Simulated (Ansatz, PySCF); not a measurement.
Species: silane, SiH4, charge 0, multiplicity 1. SMILES: [SiH4]
Geometry: optimised at B3LYP-D3(BJ)/def2-TZVP (Ansatz, a first-principles code).

Unscaled harmonic wavenumbers (cm⁻¹) in rising order, each level at the stationary point that it reaches from this structure (no distance between atoms moves by over 0.3 Å); the order of modes can differ between levels, and a negative number is imaginary. B3LYP-D3(BJ)/def2-TZVP (PySCF, at the structure above): 923, 923, 923, 978, 978, 2236, 2243, 2243, 2243.

HF/3-21G (Ansatz): 973, 973, 973, 1046, 1046, 2285, 2285, 2285, 2295. Zero-point energy 20.2 against 19.6 kcal/mol; where all levels lie over 400 cm⁻¹, the wavenumbers are on average 1.043 times those of B3LYP-D3(BJ)/def2-TZVP.

B3LYP/6-31G* (Ansatz): 916, 916, 916, 975, 975, 2255, 2267, 2267, 2267. Zero-point energy 19.7 against 19.6 kcal/mol; where all levels lie over 400 cm⁻¹, the wavenumbers are on average 1.001 times those of B3LYP-D3(BJ)/def2-TZVP.
